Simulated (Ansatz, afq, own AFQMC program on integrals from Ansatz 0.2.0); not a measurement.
# Atomization energy of ZrSiNH₅I₂O, singlet

```xyz
11

N     0.4104   -2.1316   -0.9807
Zr   -0.0465   -0.2110   -1.2731
I     1.8983    0.9300   -2.8291
I    -2.4824   -0.0645   -2.5185
O    -0.1012    0.5767    0.4614
Si   -0.1773    1.4024    1.9208
H     0.5142   -2.8222   -1.7239
H     0.5778   -2.5858   -0.0844
H    -1.5879    1.8090    2.1765
H     0.7002    2.6045    1.8471
H     0.2943    0.4925    3.0041
```

Atoms in their ground-state spins without spin–orbit coupling (mostly on UHF) minus the molecule (RHF), without zero-point energy. The geometry is a stationary point, not shown to be a minimum.

Basis def2-SVP with its core potentials. Noble-gas cores (and the filled d shells of Ga–Kr and In–Xe) are frozen. Ansatz 0.2.0 and our own AFQMC program on the same integrals; the CISD trial comes from CCSD amplitudes, and released means the phaseless constraint is let go. Uncertainties: one standard error, sampling alone. No spin–orbit coupling. The metal's outer-core s and p shells are frozen, which shifts wave-function levels against functionals. The errors of all members are added in quadrature.

No full CI on the walks' own integrals is used here. The released AFQMC energy serves as the reference, which it does only where one determinant dominates, the energy is flat over the last release times and near the phaseless one (40 meV or 2 meV an electron, half that with transition metals). On small molecules, where full CI could be run and the noise was under 10 meV, such values lay within 10 meV of it in 19 cases of 20, a flattering rate, since the rule was set on those same cases; what remains of the bias isn't in the error bar. Each member takes its own surest rung, up to full CI.

The best estimate is CCSD(T) at the basis-set limit (CBS: def2-TZVPP and def2-QZVPP, with their diffuse functions for anions and beside diffuse sets, MP2 extrapolated, CCSD(T) minus MP2 from TZVPP) plus the step from CCSD(T) to AFQMC with the constraint released in def2-SVP. Rows without CBS are in def2-SVP, the functionals in def2-TZVP; B2PLYP and the wave-function rows carry a basis error of their own. Core correlation and relativity beyond core potentials are missing, and ± holds the sampling alone.

Cautions: inner d shell frozen; no spin-orbit coupling; outer-core shells of the metal frozen; ZrSiNH₅I₂O (singlet): the released value is read at 0.90 1/Eh with a noise of 25 meV, more than in the cases checked (meV from the phaseless value at times in 1/Eh: -11 ± 19 at 0.21, -12 ± 12 at 0.42, 14 ± 18 at 0.63, -27 ± 25 at 0.90), released reference can be 30 meV off for metals; Zr (triplet): its ph-AFQMC/CISD value lies 21.6 ± 1.1 meV above full CI; other spins of the molecule weren't checked.

```tsv
level	atomization energy (kcal/mol)
B3LYP	921.9
MP2	887.6
wB97M-V	931.6
```

Q: From these cheaper values, estimate the atomization energy at the level of the best estimate.

A: 943.0 ± 0.6 kcal/mol (best estimate, highest rung released AFQMC).

| level | atomization energy (kcal/mol) | error against the best estimate (kcal/mol) |
| --- | --- | --- |
| HF | 667.9 | -275.0 ± 0.6 |
| CCSD | 860.4 | -82.5 ± 0.6 |
| CCSD(T) | 873.2 | -69.8 ± 0.6 |
| ph-AFQMC/CISD | 874.9 ± 0.3 | -68.1 ± 0.7 |
| released AFQMC | 875.1 ± 0.6 | -67.8 |
| HF/CBS | 676.8 | -266.2 ± 0.6 |
| MP2/CBS | 959.3 | 16.3 ± 0.6 |
| CCSD(T)/CBS | 941.3 | -1.7 ± 0.6 |
| B2PLYP | 920.3 | -22.7 ± 0.6 |

Correlation beyond CCSD(T) adds 1.7 ± 0.6 kcal/mol. Going to the basis-set limit adds 68.1 kcal/mol at CCSD(T). The perturbative (T) step is worth +12.7 kcal/mol.

Best estimates are given only where the step beyond CCSD(T) is under 0.3 eV and no member's determinant is very poor (T1 over 0.05, or 0.07 for open shells, ⟨S²⟩ too high by 0.3, two states mixed), so the hardest cases are missing from such tables.

The functionals ran in a triple-zeta set and keep a basis error of their own, a few kJ/mol for each bond in atomization energies and more for double hybrids, so close places among them and the extrapolated levels can swap.

Each member of a difference takes its own highest rung, so a best estimate needn't equal the limit plus the step of one row. Released energies are given only where the last usable release times agree within the noise; a slower fall can still hide under it. The exponents were fitted on light atoms, and def2 sets of heavy atoms don't grow evenly, so the limit is rough here.
